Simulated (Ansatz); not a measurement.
# PHS+ (doublet): the correlation ladder, def2-TZVPP

One table from this session's results is given with a row withheld; the runs are named, their logs left out.

Program: Ansatz 0.2.0, Gaussian basis. Level of theory: def2-TZVPP, core rule «outside noble gas», up to 10 orbitals frozen. These are calculated values, not measurements.

To be run: UHF; ROHF; CCSD(T) on UHF.

2 further runs of the same task are left out: 2 set aside as unsound or not needed.

## The system

The geometry is a PBE0/def2-TZVP stationary point (not a proven minimum) of the parent state, kept for this charge and spin.

3 atoms, charge 1, spin multiplicity 2.

Atoms are counted from 1 here; the program's logs count them from 0.

Bond lengths: P1–S2 1.958 Å, S2–H3 1.372 Å. Angles: P1–S2–H3 106.9°.

Set-up of the first run:

File in.yaml:

```yaml
crystal:
  periodic: [false, false, false]
  atoms:
    - {symbol: P, position_ang: [0.000000, 0.037619, 1.017124]}
    - {symbol: S, position_ang: [0.000000, -0.074487, -0.938131]}
    - {symbol: H, position_ang: [0.000000, 1.213601, -1.411786]}
basis:
  gaussian: {orbitals: def2-TZVPP}
total_charge: 1
magnetization: {spin_polarized: true, initial_magnetization: 1}
hamiltonian: {xc: hf}
output: {orbitals: {seedname: orbitals}}
```

Launch:

```
$ ansatz run in.yaml --threads 1 --pin off --events-out ev --progress --plain --max-ram 2816MiB --backend cpu
```

Among the steps run: UHF; ROHF; CCSD(T) on UHF.

One table of the session follows, with a row left open; its other results are not shown here.

```
  method  from UCCSD(T) (kJ/mol)
    ROHF                       ?
     UHF                  +850.7
    UMP2                  +148.4
   UCCSD                   +45.1
UCCSD(T)                       0
```

**Question.** Estimate the row for ROHF.

The run gave: from UCCSD(T) (kJ/mol): +871.0. In the column «from UCCSD(T) (kJ/mol)» it is the highest.
